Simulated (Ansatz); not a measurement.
Density of states of NbReSi (P-62m, a = 6.817 Å, b = 6.817 Å, c = 3.277 Å, α = 90.00°, β = 90.00°, γ = 120.00°), in states per eV and primitive cell, averaged over bins of 0.4 eV. Theory: DFT PBEsol, scalar-relativistic, plane waves, PAW in Ansatz 0.2.0.

Settings: cutoff 420 eV, Γ-centred mesh 6×6×12 on the computed 9-atom cell, Gaussian smearing of 0.10 eV; no spin polarisation.

The cell is relaxed at this level. The states (both spins) are summed by tetrahedra on a 9×9×18 mesh at the self-consistent density. Energies are bin centres; the table starts no lower than −8 eV and ends at 6 eV, or lower where the solved bands end.

It is a metal at this level.

| E − E_F (eV) | total | Nb 4d | Re 5d | Si 3p | Re 6s |
| --- | --- | --- | --- | --- | --- |
| -7.55 | 0.52 | 0.09 | 0.11 | 0.19 | 0.08 |
| -7.15 | 2.25 | 0.41 | 0.48 | 0.75 | 0.32 |
| -6.75 | 3.40 | 0.59 | 0.73 | 1.14 | 0.50 |
| -6.35 | 2.92 | 0.58 | 0.68 | 1.00 | 0.23 |
| -5.95 | 4.93 | 0.95 | 1.40 | 1.68 | 0.23 |
| -5.55 | 2.20 | 0.47 | 0.71 | 0.70 | 0.09 |
| -5.15 | 5.89 | 1.27 | 2.34 | 1.63 | 0.18 |
| -4.75 | 7.53 | 1.80 | 3.05 | 2.10 | 0.19 |
| -4.35 | 10.70 | 2.39 | 4.55 | 3.09 | 0.21 |
| -3.95 | 4.48 | 1.16 | 1.93 | 1.06 | 0.12 |
| -3.55 | 10.03 | 3.55 | 4.39 | 1.36 | 0.22 |
| -3.15 | 9.19 | 3.40 | 3.96 | 1.03 | 0.12 |
| -2.75 | 10.30 | 3.91 | 3.93 | 1.43 | 0.17 |
| -2.35 | 6.28 | 1.89 | 3.40 | 0.54 | 0.07 |
| -1.95 | 8.34 | 2.49 | 4.70 | 0.67 | 0.06 |
| -1.55 | 6.13 | 1.61 | 3.60 | 0.56 | 0.04 |
| -1.15 | 3.06 | 0.74 | 1.83 | 0.28 | 0.02 |
| -0.75 | 1.87 | 0.80 | 0.78 | 0.20 | 0.01 |
| -0.35 | 2.33 | 1.29 | 0.80 | 0.15 | 0.01 |
| 0.05 | 6.54 | 3.52 | 2.40 | 0.28 | 0.02 |
| 0.45 | 6.54 | 3.44 | 2.31 | 0.32 | 0.06 |
| 0.85 | 9.71 | 4.61 | 3.89 | 0.49 | 0.12 |
| 1.25 | 9.81 | 4.93 | 3.59 | 0.49 | 0.11 |
| 1.65 | 7.14 | 3.67 | 2.39 | 0.55 | 0.04 |
| 2.05 | 8.91 | 4.42 | 2.95 | 0.81 | 0.07 |
| 2.45 | 9.38 | 4.67 | 2.44 | 1.26 | 0.06 |
| 2.85 | 5.67 | 3.02 | 1.07 | 0.87 | 0.05 |
| 3.25 | 0.76 | 0.28 | 0.16 | 0.20 | 0.01 |
| 3.65 | 1.40 | 0.42 | 0.26 | 0.42 | 0.04 |
| 4.05 | 2.52 | 0.63 | 0.45 | 0.54 | 0.33 |
| 4.45 | 4.01 | 1.03 | 0.61 | 0.71 | 0.62 |
| 4.85 | 5.59 | 1.31 | 0.92 | 1.42 | 0.37 |
| 5.25 | 5.84 | 1.26 | 0.87 | 1.41 | 0.66 |
| 5.65 | 3.61 | 0.69 | 0.47 | 0.87 | 0.54 |

The columns after the total are the main Löwdin projections on the occupied valence shells of the potentials; 6 others are left out. The rest of the total lies in those, in shells that are empty in the free atom, which aren't projected, and between the atoms.

Spin-orbit coupling is left out, which matters for the bands of heavy elements.

Whether NbReSi exists in this form wasn't checked.